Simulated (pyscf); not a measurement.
Structures and frequencies: ωB97X-D3(BJ)/def2-SVP in PySCF.

Q: For Cl–GeH₂• + hydrogen (H₂) -> GeH₃• + hydrogen chloride (HCl), a four-centre exchange (doublet surface; Cl–Ge, H–H broken, Ge–H, Cl–H formed), PBE/def2-TZVP gives ΔE‡ = 37.7 kcal/mol and ΔE = +14.6 kcal/mol (zero: the separated reactants). In which direction and how far do PBE0-D3(BJ)/def2-TZVP, M06-2X/def2-TZVP, ωB97M-D3(BJ)/def2-TZVP move these?

A: PBE0-D3(BJ): ΔE‡ = 41.7 kcal/mol, ΔE = +13.9 kcal/mol; M06-2X: ΔE‡ = 48.3 kcal/mol, ΔE = +17.4 kcal/mol; ωB97M-D3(BJ): ΔE‡ = 46.3 kcal/mol, ΔE = +13.3 kcal/mol. PBE's barrier lies under all of them, by 4.0 to 10.7 kcal/mol. Its reaction energy lies among theirs. Low barriers are usual for a GGA, whose delocalisation error favours stretched bonds. The same reactants have a lower exit, to Cl–GeH₃ + H• (barrier +24.1 kcal/mol at ωB97M-D3(BJ)/def2-TZVP, against +46.3 kcal/mol here). One saddle was located; it need not be the lowest between these sides. Elements up to Kr have no core potential and no relativistic terms here.
